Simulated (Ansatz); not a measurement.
Ansatz (a program for electronic structure) input (B3LYP-D3(BJ)/def2-TZVP):

Ansatz 0.2 input:
```yaml
crystal:
  periodic: [false, false, false]
  atoms:
    - {symbol: C, position_ang: [-0.00170870, -0.66567344, 0.81387215]}
    - {symbol: C, position_ang: [-0.00719668, 0.66934088, 0.81082855]}
    - {symbol: C, position_ang: [0.00705435, -0.78630365, -0.69668354]}
    - {symbol: C, position_ang: [0.00060264, 0.78315033, -0.70026163]}
    - {symbol: H, position_ang: [-0.00295721, -1.40814764, 1.60151577]}
    - {symbol: H, position_ang: [-0.01456410, 1.41536330, 1.59507864]}
    - {symbol: H, position_ang: [-0.87601309, -1.24870475, -1.14280492]}
    - {symbol: H, position_ang: [0.89873399, -1.24138698, -1.13309362]}
    - {symbol: H, position_ang: [0.88851889, 1.24355459, -1.13875886]}
    - {symbol: H, position_ang: [-0.88622818, 1.23623681, -1.14847016]}
basis:
  gaussian:
    orbitals: def2-TZVP
hamiltonian:
  xc: b3lyp
  dispersion: d3bj
phonons: {temperatures: {t_min: 298.15, t_max: 298.15, t_step: 100}}
```

Output:

```
Functional definition: B3LYP
integrals: 0.06 GiB planned
984 factors; their error is unknown
mean field: 0.67 GiB planned
mean field evaluation 1: about -4235.9266 eV, gradient 6.4e1 eV
mean field evaluation 2: about -4225.7303 eV, gradient 9.0e1 eV
mean field evaluation 4: about -4245.9146 eV, gradient 1.2e0 eV
mean field evaluation 8: about -4245.9186 eV, gradient 1.8e-2 eV
mean field evaluation 16: about -4245.8897 eV, gradient 8.7e-5 eV
mean field -4245.88972559 eV, -156.0335694482 hartree, gradient 5.4e-6 eV, S^2 0.000000; 0 other end points of the search recorded, 0 dependent functions left out
the calculation of the forces begins
reference -4245.88997566 eV, -156.0335786380 hartree; 15, 15 occupied and 145, 145 virtual orbitals, 984 factors
these checks for a lower state are left out or cut short: stability, starts, cluster_reference, orbital_swaps, neighbouring_geometries, increment
integrals: 0.06 GiB planned
984 factors; their error is unknown
mean field: 0.67 GiB planned
mean field -4245.88959646 eV, -156.0335647026 hartree, gradient 3.7e-6 eV, S^2 0.000000; 0 other end points of the search recorded, 0 dependent functions left out
the calculation of the forces begins
reference -4245.88984660 eV, -156.0335738952 hartree; 15, 15 occupied and 145, 145 virtual orbitals, 984 factors
these checks for a lower state are left out or cut short: stability, starts, cluster_reference, orbital_swaps, neighbouring_geometries, increment
integrals: 0.06 GiB planned
984 factors; their error is unknown
mean field: 0.67 GiB planned
mean field evaluation 32: about -4245.8895 eV, gradient 1.1e-2 eV
mean field -4245.88952166 eV, -156.0335619538 hartree, gradient 3.7e-6 eV, S^2 0.000000; 0 other end points of the search recorded, 0 dependent functions left out
the calculation of the forces begins
reference -4245.88977165 eV, -156.0335711408 hartree; 15, 15 occupied and 145, 145 virtual orbitals, 984 factors
these checks for a lower state are left out or cut short: stability, starts, cluster_reference, orbital_swaps, neighbouring_geometries, increment
integrals: 0.06 GiB planned
984 factors; their error is unknown
mean field: 0.67 GiB planned
mean field -4245.88955501 eV, -156.0335631794 hartree, gradient 3.7e-6 eV, S^2 0.000000; 0 other end points of the search recorded, 0 dependent functions left out
the calculation of the forces begins
reference -4245.88980501 eV, -156.0335723667 hartree; 15, 15 occupied and 145, 145 virtual orbitals, 984 factors
these checks for a lower state are left out or cut short: stability, starts, cluster_reference, orbital_swaps, neighbouring_geometries, increment
integrals: 0.06 GiB planned
984 factors; their error is unknown
mean field: 0.67 GiB planned
mean field -4245.88960052 eV, -156.0335648519 hartree, gradient 3.7e-6 eV, S^2 0.000000; 0 other end points of the search recorded, 0 dependent functions left out
the calculation of the forces begins
reference -4245.88985066 eV, -156.0335740442 hartree; 15, 15 occupied and 145, 145 virtual orbitals, 984 factors
these checks for a lower state are left out or cut short: stability, starts, cluster_reference, orbital_swaps, neighbouring_geometries, increment
integrals: 0.06 GiB planned
984 factors; their error is unknown
mean field: 0.67 GiB planned
mean field -4245.88953561 eV, -156.0335624665 hartree, gradient 4.4e-6 eV, S^2 0.000000; 0 other end points of the search recorded, 0 dependent functions left out
the calculation of the forces begins
reference -4245.88978560 eV, -156.0335716534 hartree; 15, 15 occupied and 145, 145 virtual orbitals, 984 factors
these checks for a lower state are left out or cut short: stability, starts, cluster_reference, orbital_swaps, neighbouring_geometries, increment
integrals: 0.06 GiB planned
984 factors; their error is unknown
mean field: 0.67 GiB planned
mean field evaluation 64: about -4245.8896 eV, gradient 3.5e-6 eV
mean field -4245.88963811 eV, -156.0335662330 hartree, gradient 3.5e-6 eV, S^2 0.000000; 0 other end points of the search recorded, 0 dependent functions left out
the calculation of the forces begins
reference -4245.88988825 eV, -156.0335754257 hartree; 15, 15 occupied and 145, 145 virtual orbitals, 984 factors
these checks for a lower state are left out or cut short: stability, starts, cluster_reference, orbital_swaps, neighbouring_geometries, increment
integrals: 0.06 GiB planned
984 factors; their error is unknown
mean field: 0.67 GiB planned
mean field -4245.88954035 eV, -156.0335626405 hartree, gradient 3.6e-6 eV, S^2 0.000000; 0 other end points of the search recorded, 0 dependent functions left out
the calculation of the forces begins
reference -4245.88979036 eV, -156.0335718281 hartree; 15, 15 occupied and 145, 145 virtual orbitals, 984 factors
these checks for a lower state are left out or cut short: stability, starts, cluster_reference, orbital_swaps, neighbouring_geometries, increment
integrals: 0.06 GiB planned
984 factors; their error is unknown
mean field: 0.67 GiB planned
mean field -4245.88960280 eV, -156.0335649355 hartree, gradient 3.7e-6 eV, S^2 0.000000; 0 other end points of the search recorded, 0 dependent functions left out
the calculation of the forces begins
reference -4245.88985293 eV, -156.0335741275 hartree; 15, 15 occupied and 145, 145 virtual orbitals, 984 factors
these checks for a lower state are left out or cut short: stability, starts, cluster_reference, orbital_swaps, neighbouring_geometries, increment
integrals: 0.06 GiB planned
984 factors; their error is unknown
mean field: 0.67 GiB planned
mean field -4245.88964075 eV, -156.0335663302 hartree, gradient 3.7e-6 eV, S^2 0.000000; 0 other end points of the search recorded, 0 dependent functions left out
the calculation of the forces begins
reference -4245.88989074 eV, -156.0335755173 hartree; 15, 15 occupied and 145, 145 virtual orbitals, 984 factors
these checks for a lower state are left out or cut short: stability, starts, cluster_reference, orbital_swaps, neighbouring_geometries, increment
integrals: 0.06 GiB planned
984 factors; their error is unknown
mean field: 0.67 GiB planned
mean field -4245.88968365 eV, -156.0335679068 hartree, gradient 3.7e-6 eV, S^2 0.000000; 0 other end points of the search recorded, 0 dependent functions left out
the calculation of the forces begins
reference -4245.88993379 eV, -156.0335770993 hartree; 15, 15 occupied and 145, 145 virtual orbitals, 984 factors
these checks for a lower state are left out or cut short: stability, starts, cluster_reference, orbital_swaps, neighbouring_geometries, increment
integrals: 0.06 GiB planned
984 factors; their error is unknown
mean field: 0.67 GiB planned
mean field evaluation 96: about -4245.9169 eV, gradient 6.3e-1 eV
mean field -4245.88970367 eV, -156.0335686426 hartree, gradient 3.7e-6 eV, S^2 0.000000; 0 other end points of the search recorded, 0 dependent functions left out
the calculation of the forces begins
reference -4245.88995380 eV, -156.0335778344 hartree; 15, 15 occupied and 145, 145 virtual orbitals, 984 factors
these checks for a lower state are left out or cut short: stability, starts, cluster_reference, orbital_swaps, neighbouring_geometries, increment
integrals: 0.06 GiB planned
984 factors; their error is unknown
mean field: 0.67 GiB planned
mean field -4245.88968196 eV, -156.0335678448 hartree, gradient 3.7e-6 eV, S^2 0.000000; 0 other end points of the search recorded, 0 dependent functions left out
the calculation of the forces begins
reference -4245.88993198 eV, -156.0335770326 hartree; 15, 15 occupied and 145, 145 virtual orbitals, 984 factors
these checks for a lower state are left out or cut short: stability, starts, cluster_reference, orbital_swaps, neighbouring_geometries, increment
integrals: 0.06 GiB planned
984 factors; their error is unknown
mean field: 0.67 GiB planned
mean field -4245.88964197 eV, -156.0335663750 hartree, gradient 3.7e-6 eV, S^2 0.000000; 0 other end points of the search recorded, 0 dependent functions left out
the calculation of the forces begins
reference -4245.88989200 eV, -156.0335755633 hartree; 15, 15 occupied and 145, 145 virtual orbitals, 984 factors
these checks for a lower state are left out or cut short: stability, starts, cluster_reference, orbital_swaps, neighbouring_geometries, increment
integrals: 0.06 GiB planned
984 factors; their error is unknown
mean field: 0.67 GiB planned
mean field -4245.88966548 eV, -156.0335672391 hartree, gradient 3.7e-6 eV, S^2 0.000000; 0 other end points of the search recorded, 0 dependent functions left out
the calculation of the forces begins
reference -4245.88991559 eV, -156.0335764304 hartree; 15, 15 occupied and 145, 145 virtual orbitals, 984 factors
these checks for a lower state are left out or cut short: stability, starts, cluster_reference, orbital_swaps, neighbouring_geometries, increment
integrals: 0.06 GiB planned
984 factors; their error is unknown
mean field: 0.67 GiB planned
mean field evaluation 128: about -4245.8897 eV, gradient 1.1e-2 eV
mean field -4245.88967636 eV, -156.0335676390 hartree, gradient 3.7e-6 eV, S^2 0.000000; 0 other end points of the search recorded, 0 dependent functions left out
the calculation of the forces begins
reference -4245.88992639 eV, -156.0335768273 hartree; 15, 15 occupied and 145, 145 virtual orbitals, 984 factors
these checks for a lower state are left out or cut short: stability, starts, cluster_reference, orbital_swaps, neighbouring_geometries, increment
integrals: 0.06 GiB planned
984 factors; their error is unknown
mean field: 0.67 GiB planned
mean field -4245.88971692 eV, -156.0335691293 hartree, gradient 3.7e-6 eV, S^2 0.000000; 0 other end points of the search recorded, 0 dependent functions left out
the calculation of the forces begins
reference -4245.88996702 eV, -156.0335783205 hartree; 15, 15 occupied and 145, 145 virtual orbitals, 984 factors
these checks for a lower state are left out or cut short: stability, starts, cluster_reference, orbital_swaps, neighbouring_geometries, increment
integrals: 0.06 GiB planned
984 factors; their error is unknown
mean field: 0.67 GiB planned
mean field -4245.88967961 eV, -156.0335677582 hartree, gradient 3.7e-6 eV, S^2 0.000000; 0 other end points of the search recorded, 0 dependent functions left out
the calculation of the forces begins
reference -4245.88992964 eV, -156.0335769465 hartree; 15, 15 occupied and 145, 145 virtual orbitals, 984 factors
these checks for a lower state are left out or cut short: stability, starts, cluster_reference, orbital_swaps, neighbouring_geometries, increment
integrals: 0.06 GiB planned
984 factors; their error is unknown
mean field: 0.67 GiB planned
mean field -4245.88971510 eV, -156.0335690625 hartree, gradient 3.7e-6 eV, S^2 0.000000; 0 other end points of the search recorded, 0 dependent functions left out
the calculation of the forces begins
reference -4245.88996520 eV, -156.0335782537 hartree; 15, 15 occupied and 145, 145 virtual orbitals, 984 factors
Total energy: -4246.18911250 eV, -156.0445717139 hartree
Atom 0 at    -0.001709    -0.665673     0.813872 Å, force     0.000004    -0.001389     0.000331 eV/Å
Atom 1 at    -0.007197     0.669341     0.810829 Å, force    -0.000008     0.001390     0.000325 eV/Å
Atom 2 at     0.007054    -0.786304    -0.696684 Å, force    -0.000002     0.000269     0.000226 eV/Å
Atom 3 at     0.000603     0.783150    -0.700262 Å, force    -0.000000    -0.000268     0.000228 eV/Å
Atom 4 at    -0.002957    -1.408148     1.601516 Å, force     0.000000    -0.000009    -0.000030 eV/Å
Atom 5 at    -0.014564     1.415363     1.595079 Å, force     0.000000     0.000008    -0.000030 eV/Å
Atom 6 at    -0.876013    -1.248705    -1.142805 Å, force    -0.000163     0.000058    -0.000264 eV/Å
Atom 7 at     0.898734    -1.241387    -1.133094 Å, force     0.000166     0.000059    -0.000262 eV/Å
Atom 8 at     0.888519     1.243555    -1.138759 Å, force     0.000166    -0.000059    -0.000262 eV/Å
Atom 9 at    -0.886228     1.236237    -1.148470 Å, force    -0.000163    -0.000060    -0.000263 eV/Å
Dipole moment:     0.000168    -0.000069    -0.030609 e Å
Vibrations: 326.26 649.91 865.76 869.62 885.45 897.22 938.24 998.50 1043.54 1100.36 1132.68 1171.64 1214.83 1242.54 1322.20 1469.10 1487.63 1633.58 3037.82 3042.76 3071.83 3086.24 3171.95 3202.23 cm⁻¹, zero-point energy 2.347138 eV
```
